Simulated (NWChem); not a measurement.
**tetrafluoromethane (CF4) in NWChem**

SMILES: FC(F)(F)F
```xyz
5

F      1.0742     0.0000    -0.7596
C      0.0000     0.0000     0.0000
F     -1.0742     0.0000    -0.7596
F      0.0000    -1.0742     0.7596
F      0.0000     1.0742     0.7596
```
Charge 0, spin multiplicity 1.

The numbers come from NWChem runs, not from measurements. All single points use one geometry, from PBE0/def2-SVP, a minimum by its harmonic frequencies.

Symmetry labels belong to the abelian group C2v used in the runs, with the axes of the coordinates shown; states degenerate in a higher group split over its labels.

B3LYP has NWChem's definition, with VWN1-RPA local correlation.

Q: List the lowest 4 singlet excitations that TD-B3LYP/def2-SVP, VWN1-RPA local correlation gives, with oscillator strengths.

A: 
```json
[
 {"state": "1", "symmetry": "b1", "energy (eV)": "15.10", "wavelength (nm)": "82", "f": "0.000"},
 {"state": "2", "symmetry": "a2", "energy (eV)": "15.10", "wavelength (nm)": "82", "f": "0.000"},
 {"state": "3", "symmetry": "b2", "energy (eV)": "15.10", "wavelength (nm)": "82", "f": "0.000"},
 {"state": "4", "symmetry": "a2", "energy (eV)": "15.26", "wavelength (nm)": "81", "f": "0.000"}
]
```
